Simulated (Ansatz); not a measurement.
How far each method lies from UCCSDT(Q) for Si–AsH2⁺, triplet

Geometry: that of the Si–AsH2, quartet, kept fixed.

```xyz
4

Si    0.0386    0.0000    1.7775
As   -0.0412    0.0000   -0.6421
H     0.9933    1.0941   -0.9003
H     0.9933   -1.0941   -0.9003
```

Basis cc-pVDZ; Ansatz 0.2.0. Correlated methods freeze the noble-gas cores and the filled d shells of p-block atoms, which leaves 10 electrons in 36 orbitals. Prefix R: restricted or restricted open-shell reference; prefix U: unrestricted. Active spaces: valence = (10e, 10o) chosen from the atoms' valence shells. No spin–orbit coupling is included, and no scalar relativity.

Full CI isn't at hand for all of this; UCCSDT(Q) serves as the reference, and is uncertain by the last step of the cluster series or more. The frozen core follows each run's orbitals, which can shift R against U totals by a few meV for light atoms and by up to 0.1 eV past Ca.

* UHF ⟨S²⟩: 2.071
* T1 diagnostic (RCCSD): 0.0309
* largest doubles amplitude (RCCSD): 0.065
* T1 diagnostic (UCCSD): 0.0259

Q: From what is known of these methods and the diagnostics, rank them by the size of their error in total energy against UCCSDT(Q) in cc-pVDZ, smallest first (an estimate: the text doesn't fix the numbers).
A. UCCSDT
B. UMP2
C. UCCSD(T)
D. UHF
E. UCCSD

A: A (10 meV), C (49 meV), E (214 meV), B (1297 meV), D (5310 meV).

All errors are against UCCSDT(Q) in cc-pVDZ. Within each family the higher level lies nearer, as is usual though not guaranteed.

Natural occupations of CASSCF (valence space) about the gap: 1.967 1.964 1.928 1.002 1.000 0.055 0.036 0.031 0.027; effectively unpaired electrons, Σ n²(2−n)², 2.05.
